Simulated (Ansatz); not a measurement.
# AlB2: the cost of one run

Computed with Ansatz 0.2.0, Gaussian basis. Level: def2-QZVPP, core rule «outside noble gas», up to 7 orbitals frozen.

The runs, in order: UHF; ROHF; CCSD(T) on UHF.

3 further runs of the same task are left out: 1 that didn't finish, 2 set aside as unsound or not needed.

**1. The system**

The geometry is a PBE0/def2-TZVP stationary point (not a proven minimum) of the parent state, kept for this charge and spin.

3 atoms, charge 0, spin multiplicity 6.

Atoms are counted from 1 here; the program's logs count them from 0.

Bond lengths: B1–Al2 1.991 Å, Al2–B3 2.196 Å. Angles: B1–Al2–B3 167.6°.

**2. UHF**

in.yaml reads:

```yaml
crystal:
  periodic: [false, false, false]
  atoms:
    - {symbol: B, position_ang: [0.000000, -0.081258, -2.046822]}
    - {symbol: Al, position_ang: [0.000000, 0.149822, -0.069340]}
    - {symbol: B, position_ang: [0.000000, -0.068564, 2.116162]}
basis:
  gaussian: {orbitals: "def2-QZVPP.json"}
magnetization: {spin_polarized: true, initial_magnetization: 5}
hamiltonian: {xc: hf}
output: {orbitals: {seedname: orbitals}}
```

Launch:

```sh
ansatz run in.yaml --threads 1 --pin off --events-out ev --progress --plain --max-ram 2393MiB
```

**Question.** How long does this run take on 1 thread of Arm Neoverse V2, shared host, and how much memory does it need?

About 31 s, with a peak of 0.38 GiB.
